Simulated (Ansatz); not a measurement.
`CSCF`. Total charge 0; spin multiplicity 1. All single points use the PBE0-D4/def2-TZVP geometry. It is one conformer, not always the lowest.

```xyz
9

C     0.947   -0.958   -0.272
S    -0.600   -0.354   -0.963
C    -0.952    0.960    0.180
F    -1.341    0.508    1.426
H     1.714   -0.183   -0.291
H     0.801   -1.320    0.745
H     1.271   -1.789   -0.899
H    -1.770    1.543   -0.248
H    -0.072    1.594    0.322
```

(1) What is the dipole moment at ωB97M-V/def2-TZVPP? (Estimate.)

(2) And with PBE, r2SCAN, B3LYP? (Estimate.)

(3) Give the Mulliken charges with ωB97M-V, B3LYP, r2SCAN in def2-TZVPP. (An estimate is asked.)

## Answers

(1) Ansatz gave: 1.71 D, with components (1.52, 0.59, -0.51) D in this frame, pointing from negative to positive charge.

(2) Ansatz gave: PBE 1.64 D, r2SCAN 1.71 D, B3LYP 1.71 D.

(3) Computed: 
```
atom  ωB97M-V  B3LYP  r2SCAN
  C1    -0.37  -0.29   -0.17
  S2    -0.03  -0.07   -0.09
  C3    -0.03   0.03    0.11
  F4    -0.22  -0.24   -0.23
  H5     0.13   0.11    0.07
  H6     0.15   0.13    0.10
  H7     0.13   0.12    0.08
  H8     0.13   0.11    0.07
  H9     0.11   0.10    0.06
```

B3LYP here is the variant with VWN-RPA as its local correlation; programs differ in this.
